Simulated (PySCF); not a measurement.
Simulated outer-valence photoelectron spectrum of pyridazine, `C1=CC=NN=C1`. Level of theory: EOM-IP-CCSD/aug-cc-pVDZ in PySCF, restricted Hartree–Fock reference, 6 core orbitals frozen, non-relativistic, gas phase, PBE0-D3(BJ)/def2-SVP geometry.

Each root has a Gaussian of 0.8 eV full width with its one-hole share as area; cross sections and vibrations are left out, and the highest printed point is 100.

```
ionisation energy (eV)  intensity
                   7.8          0
                   8.0          1
                   8.2          3
                   8.4         10
                   8.6         22
                   8.8         36
                   9.0         40
                   9.2         32
                   9.4         18
                   9.6          8
                   9.8          5
                  10.0         10
                  10.2         24
                  10.4         44
                  10.6         65
                  10.8         82
                  11.0         90
                  11.2         85
                  11.4         63
                  11.6         36
                  11.8         15
                  12.0          5
                  12.2          1
                  12.4          0
                  12.6          0
                  12.8          0
                  13.0          0
                  13.2          0
                  13.4          2
                  13.6          8
                  13.8         22
                  14.0         47
                  14.2         77
                  14.4         99
                  14.6        100
                  14.8         79
                  15.0         47
                  15.2         21
                  15.4          7
                  15.6          5
                  15.8         10
                  16.0         22
                  16.2         35
                  16.4         40
                  16.6         32
                  16.8         19
                  17.0          8
                  17.2          2
                  17.4          0
```

Where are the maxima, and how many lines lie under the curve?

4 maxima, at 9.0, 11.0, 14.5 and 16.4 eV, from 8 lines. At this width some lines have no maximum of their own.

List the lines with their holes.

```json
{"E (eV)": "8.97", "leading hole (HF orbital)": "HOMO-1", "area": "0.94", "Koopmans (eV)": "10.95"}
{"E (eV)": "10.59", "leading hole (HF orbital)": "HOMO", "area": "0.95", "Koopmans (eV)": "10.46"}
{"E (eV)": "11.04", "leading hole (HF orbital)": "HOMO-2", "area": "0.95", "Koopmans (eV)": "11.06"}
{"E (eV)": "11.26", "leading hole (HF orbital)": "HOMO-3", "area": "0.94", "Koopmans (eV)": "13.14"}
{"E (eV)": "14.24", "leading hole (HF orbital)": "HOMO-5", "area": "0.94", "Koopmans (eV)": "16.05"}
{"E (eV)": "14.54", "leading hole (HF orbital)": "HOMO-4", "area": "0.91", "Koopmans (eV)": "15.83"}
{"E (eV)": "14.71", "leading hole (HF orbital)": "HOMO-6", "area": "0.95", "Koopmans (eV)": "16.34"}
{"E (eV)": "16.38", "leading hole (HF orbital)": "HOMO-7", "area": "0.93", "Koopmans (eV)": "18.08"}
```

The widest gap, 2.98 eV, lies between 11.26 and 14.24 eV. Only orbitals with −ε under 21 eV, eight at most, were ionised, so the high end of the curve may lack lines.
